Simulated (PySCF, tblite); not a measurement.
A database entry of computed molecular properties. Lists by class give the value and the number of equivalent atoms.

```json
{
 "formula": "C3H6P",
 "smiles": "C/C=C/[PH-]",
 "inchi": "InChI=1S/C3H6P/c1-2-3-4/h2-4H,1H3/q-1/b3-2+",
 "charge": -1,
 "multiplicity": 1,
 "geometry_level": "GFN2-xTB",
 "atoms_angstrom": [
  ["C", -1.48, -0.141, 0.133],
  ["C", 0.007, -0.335, 0.083],
  ["C", 0.878, 0.639, -0.224],
  ["P", 2.633, 0.574, -0.323],
  ["H", -1.995, -0.796, -0.58],
  ["H", -1.88, -0.37, 1.129],
  ["H", -1.737, 0.89, -0.108],
  ["H", 0.363, -1.332, 0.31],
  ["H", 0.491, 1.633, -0.449],
  ["H", 2.729, -0.758, 0.006]
 ],
 "electronic_structure_code": "PySCF",
 "results": {
  "GFN2-xTB geometry": {
   "point_group": "Cs",
   "rotational_constants_GHz": [37.609, 2.426, 2.312]
  },
  "PBE0/pcSseg-1 ground state and GIAO shieldings, non-relativistic": {
   "homo_eV": 1.12,
   "lumo_eV": 5.64,
   "shift_vs_computed_TMS_C_by_class_ppm": [
    [162.5, 1],
    [91.4, 1],
    [26.5, 1]
   ],
   "shift_vs_computed_TMS_H_by_class_ppm": [
    [6.48, 1],
    [4.36, 1],
    [1.8, 1],
    [1.76, 3]
   ],
   "shielding_other_nuclei_by_class_ppm": [
    ["P", 459.8, 1]
   ],
   "charges_hirshfeld_e_by_atom": [-0.15, -0.15, -0.16, -0.47, 0.0, 0.01, 0.02, 0.0, 0.0, -0.1]
  },
  "GFN2-xTB harmonic vibrations, gas phase": {
   "strongest_ir_bands_cm-1_km_per_mol_modes": [
    [1612.5, 133.3, 1],
    [2291.9, 485.3, 1],
    [2873.0, 121.3, 1],
    [2907.1, 243.1, 1],
    [2950.5, 91.6, 1],
    [3027.9, 117.7, 1]
   ],
   "zpe_kcal_per_mol": 47.8
  }
 }
}
```

The rotational constants make it an asymmetric top with κ = (2B − A − C)/(A − C) = -0.99, nearer the prolate limit (−1). The zero-point energy, half the sum of the 24 harmonic wavenumbers, equals 16710 cm⁻¹ or 200 kJ/mol. With B = h/(8π²I), that is 505.379 GHz u Å² over I, the principal moments of inertia are 13.4, 208.3 and 218.6 u Å² (most abundant isotopes).

 NMR classes are plain means over equivalent atoms (diastereotopic ones count apart unless rotation or inversion swaps them), as if these changed places fast; in this geometry the members of some classes differ. The HOMO energy is positive, so at this level the finite basis confines the outermost electrons. No diffuse functions stand in pcSseg-1, which bears on an anion's orbital energies.

For the vibration job (GFN2-xTB), on an INTEL XEON PLATINUM 8581C at 2.30 GHz with one thread (shared host), this took 0.1 s.

Shape of the structure used: `[CH3:1]/[CH:2]=[CH:3]/[PH-:4]`: H–P4–C3–C2 0°.

One conformer stands for the species.
